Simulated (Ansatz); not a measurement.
# SiN₂+ (doublet): wave-function methods side by side, def2-QZVPP

One table from this session's results is given with a row withheld; the runs are named, their logs left out.

Program: Ansatz 0.2.0, Gaussian basis. Level of theory: def2-QZVPP, core rule «outside noble gas», up to 7 orbitals frozen. These are calculated values, not measurements.

The runs, in order: UHF; ROHF; CCSD(T) on UHF.

2 further runs of the same task are left out: 2 set aside as unsound or not needed.

### The geometry

The geometry is a PBE0/def2-TZVP stationary point (not a proven minimum) of the parent state, kept for this charge and spin.

3 atoms, charge 1, spin multiplicity 2.

Atoms are counted from 1 here; the program's logs count them from 0.

Bond lengths: N1–N2 1.137 Å, N2–Si3 1.741 Å. Angles: N1–N2–Si3 180.0°.

Set-up of the first run:

File in.yaml:

```yaml
crystal:
  periodic: [false, false, false]
  atoms:
    - {symbol: N, position_ang: [0.000000, 0.000000, -1.338000]}
    - {symbol: N, position_ang: [0.000000, 0.000000, -0.201300]}
    - {symbol: Si, position_ang: [0.000000, 0.000000, 1.539300]}
basis:
  gaussian: {orbitals: "def2-QZVPP.json"}
total_charge: 1
magnetization: {spin_polarized: true, initial_magnetization: 1}
hamiltonian: {xc: hf}
output: {orbitals: {seedname: orbitals}}
```

Launch:

```console
$ ansatz run in.yaml --threads 1 --pin off --events-out ev --progress --plain --max-ram 2393MiB
```

Steps of the session up to this table: UHF; ROHF; CCSD(T) on UHF.

One table of the session follows, with a row left open; its other results are not shown here.

| method | from UCCSD(T) (meV) |
| --- | --- |
| ROHF | +13828.7 |
| UHF | ? |
| UMP2 | +1404.3 |
| UCCSD | +699.5 |
| UCCSD(T) | 0 |

Q: Estimate the row for UHF from the others.

**Answer.** from UCCSD(T) (meV): +13445.0. In the column «from UCCSD(T) (meV)» it lies between UMP2 (+1404.3) and ROHF (+13828.7).
